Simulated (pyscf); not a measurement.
## Addition across a multiple bond or ene-type step: allene (H₂C=C=CH₂) + hydrogen chloride (HCl) -> H₂C=C(CH₃)–Cl

Gas phase, singlet surface, charge 0. Bonds broken: Cl8–H9. Bonds formed: C1–H9, C2–Cl8. Single points on ωB97X-D3(BJ)/def2-SVP structures (PySCF, gas phase). Correlated levels are frozen-core, on RHF or UHF. ΔMP2 is the change of the MP2 total energy from the triple- to the quadruple-zeta basis.

Transition state (Å):

```xyz
9

C     -1.6695    -0.3480     0.1700
C     -0.3453    -0.0775    -0.1230
C      0.9427     0.0052    -0.2644
H     -2.0113    -0.0835     1.1783
H     -2.0960    -1.2507    -0.2847
H      1.4216     0.7567    -0.8917
H      1.5450    -0.7298     0.2864
Cl    -1.2412     1.8667    -1.6226
H     -1.9383     0.6187    -0.5860
```

One imaginary mode, 1591i cm⁻¹; descent along it reached the two sides named, in the forms told below.

```csv
bond,change,reactant side (Å),saddle,product side
Cl8–H9,breaks,1.290,1.766,2.7
C1–H9,forms,2.532,1.256,1.097
C2–Cl8,forms,3.5,2.6,1.746
```

Electronic energies relative to the separated reactants (kcal/mol):

| level | barrier | reaction energy | reverse barrier |
|---|---|---|---|
| ωB97X-D3(BJ)/def2-TZVP | 37.3 | -35.5 | 72.8 |
| PBE/def2-TZVP | 30.4 | -31.1 | 61.6 |
| r²SCAN/def2-TZVP | 31.4 | -32.8 | 64.1 |
| B3LYP-D3(BJ)/def2-TZVP | 34.5 | -30.6 | 65.1 |
| PBE0-D3(BJ)/def2-TZVP | 33.1 | -35.3 | 68.4 |
| M06-2X/def2-TZVP | 38.5 | -32.8 | 71.3 |
| ωB97M-D3(BJ)/def2-TZVP | 37.6 | -31.8 | 69.4 |
| HF/def2-TZVP | 48.6 | -27.5 | 76.1 |
| MP2/def2-QZVPP | 40.1 | -34.9 | 75.0 |
| CCSD/def2-TZVPP | 44.8 | -30.8 | 75.6 |
| CCSD(T)/def2-TZVPP | 42.4 | -31.3 | 73.7 |
| CCSD(T)/def2-TZVPP + ΔMP2(QZVPP) | 40.7 | -31.7 | 72.4 |

With CCSD(T)/def2-TZVPP + ΔMP2(QZVPP) energies and thermal terms (ideal gas, 1 atm, RRHO with modes under 100 cm⁻¹ raised to 100, one conformer, R ln 2 for chiral ones without a mode under 150 cm⁻¹), in kcal/mol:

```csv
T (K),ΔH‡,ΔG‡,ΔH,ΔG
298,39.6,48.5,-27.5,-17.9
600,39.6,57.5,-27.9,-7.9
900,40.0,66.4,-27.6,+2.1
1200,40.5,75.1,-27.1,+11.9
```

On the product side the descent ends in a point that may be a rotor saddle (no frequency run), 2.5 kcal/mol over the lowest minimum found and 70.3 kcal/mol under the saddle at ωB97X-D3(BJ)/def2-TZVP. One saddle was located; it need not be the lowest between these sides. The CCSD(T) − MP2 part came from Ansatz, without density fitting, on the same reference.
